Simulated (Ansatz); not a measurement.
# singlet C2: levels of theory in one basis

```xyz
2

C     0.0000    0.0000    0.0000
C     0.0000    0.0000    1.8400
```

Basis set: def2-SVP (spherical functions). Correlated methods keep 2 orbitals frozen. Charge 0, multiplicity 1.

Computed with Ansatz (development build ahead of 0.2.0); each method stands on the lowest determinant of its kind that the runs found.

| method | E − E(RHF) (eV) | <S²> of the determinant |
| --- | --- | --- |
| RHF | 0.00 | 0.00 |
| UHF | -2.29 | 1.94 |
| RHF-MP2 | -6.23 | – |

**Question.** What does UHF-MP2 give on the same scale?

**Answer.** -5.71 eV.

**Question.** Is a single determinant a sound starting point here?

**Answer.** It is doubtful. Unrestricted orbitals lower Hartree–Fock by 2.29 eV and <S²> is 1.94 where a pure state has 0.00, a sign of strong static correlation.

Caution for RHF, RHF-MP2: an unrestricted determinant lies well below. Caution for UHF, UHF-MP2: the unrestricted determinant is a mixture of spin states. Caution for RHF-MP2, UHF-MP2: bonds are stretched, where a single reference can fail. Caution for RHF-MP2: other determinants can give a lower correlated total.
